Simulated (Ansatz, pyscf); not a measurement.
H₃C–CH₂–OH → CH₄ + :HC–OH [singlet], a 1,1-elimination on the singlet surface: C–C, C–H broken, C–H formed. Single points on ωB97X-D3(BJ)/def2-SVP structures (PySCF, gas phase). Wave-function energies: Ansatz (a quantum-chemistry and plane-wave program), frozen core, RHF or UHF references. In kcal/mol, from the reactant's lowest minimum found.

```
level                 barrier  reaction energy
--------------------  -------  ---------------
r²SCAN/def2-TZVP        84.56           +70.45
M06-2X/def2-TZVP        91.18           +68.92
CCSD(T)/cc-pV(D+d)Z     88.41           +63.53
CCSDT(Q)/cc-pV(D+d)Z        …                …
CCSD(T)/cc-pV(T+d)Z     89.15           +66.35
CCSD(T)/cc-pV(Q+d)Z         …           +67.42
```

Question: What belongs in the gaps?

Answer: 
- CCSDT(Q)/cc-pV(D+d)Z, barrier: 87.83
- CCSDT(Q)/cc-pV(D+d)Z, reaction energy: +63.27
- CCSD(T)/cc-pV(Q+d)Z, barrier: 89.60

In cc-pV(D+d)Z, going from CCSD(T) to CCSDT(Q) shifts the barrier by -0.59 and the reaction energy by -0.26 kcal/mol. With HF in the quadruple-zeta basis and the correlation energy extrapolated as X⁻³ from X = 3, 4, CCSD(T) gives 89.87 and +68.21; adding the double-zeta shift gives ΔE‡ = 89.28 and ΔE = +67.95 kcal/mol, without core correlation, relativity or geometry relaxation at these levels. The same reactants have a lower exit, to H₂C=CH₂ + H₂O (barrier +69.66 kcal/mol at ωB97M-D3(BJ)/def2-TZVP, against +89.53 kcal/mol here). :HC–OH [singlet] lies 50.73 kcal/mol over its isomer H₂C=O (electronic energy, ωB97M-D3(BJ)/def2-TZVP). This is the saddle that the search found; another between the same sides may lie lower.
